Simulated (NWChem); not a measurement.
Lowest excitation of hydrogen peroxide (H₂O₂)

```
O
H 1 0.9670
O 1 1.4185 2 101.03
H 3 0.9670 1 101.03 2 117.50
```
Charge 0, spin multiplicity 1.

Program: NWChem. Structure: optimised with PBE0/def2-SVP, a minimum by its harmonic frequencies. It is one conformer; others weren't searched.

Basis set: def2-SVPD.

The correlated methods keep 2 core orbitals frozen. B3LYP has NWChem's definition, with VWN1-RPA local correlation. Coupled-cluster values serve here as a point of comparison, not as the truth.

Order these methods by the lowest vertical singlet excitation energy they give, lowest first: CIS, TD-PBE, TDA-BHandHLYP, TD-B3LYP, EOM-CCSD.

TD-PBE (5.83 eV), TD-B3LYP (6.15 eV), EOM-CCSD (6.56 eV), TDA-BHandHLYP (6.66 eV), CIS (7.30 eV)
